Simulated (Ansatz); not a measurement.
## Ansatz (development build ahead of 0.2.0) run

```yaml
crystal:
  periodic: [false, false, false]
  atoms:
    - { symbol: "N", position_ang: [0.0, 0.0, 0.0] }
    - { symbol: H, position_ang: [0.0, 1.41, 0.57] }
    - { symbol: H, position_ang: [1.221, -0.705, 0.57] }
    - { symbol: H, position_ang: [-1.221, -0.705, 0.57] }
basis:
  gaussian: { orbitals: pcseg-2 }
magnetization:
  spin_polarized: true
hamiltonian:
  xc: pbe0
```

The input is written out in the form of the current development build from the run's settings.

The run gave:

| Property | Result |
| --- | --- |
| Converged | yes |
| Total energy | -56.26796 hartree |
| Spin squared of the determinant | 0.000 |
| Stability test | minimum |
